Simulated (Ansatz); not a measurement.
System: rock-salt EuN. Method: r²SCAN+rVV10 (Ansatz, a first-principles code, plane waves, PAW).

Run with plane-wave cutoff 560 eV, 12×12×12 k mesh, Fermi–Dirac smearing 0.01 eV, spin-polarised with parallel moments, scalar-relativistic PAW data made under PBE.

Energies at three volumes about the minimum:

```
V (Å³/atom)  E − E_lowest (meV/atom)
-----------  -----------------------
15.495                          2.65
15.811                          0.00
16.128                          2.46
```

Problem. Fit a parabola by hand: where is the minimum, and what is the bulk modulus?

Solution. Slopes: (0.00 − 2.65)/(15.811 − 15.495) = -8.386 and (2.46 − 0.00)/(16.128 − 15.811) = 7.760 meV/Å³. Curvature E″ = 2 × (7.760 − (-8.386))/(16.128 − 15.495) = 51.014 meV/Å⁶. From the middle of the first interval, the slope vanishes at V0 = 15.6530 − (-8.386)/51.014 = 15.817 Å³/atom. B = V0 E″ = 15.817 × 51.014 meV/Å³ × 0.1602 GPa per meV/Å³ = 129 GPa. The full Birch–Murnaghan fit to all volumes gives V0 = 15.812 Å³/atom and B0 = 129 GPa.

Note: the magnetic order was assumed, not searched for or taken from measurement; the 4f shell is treated without U or exact exchange, so its levels and filling can be wrong.
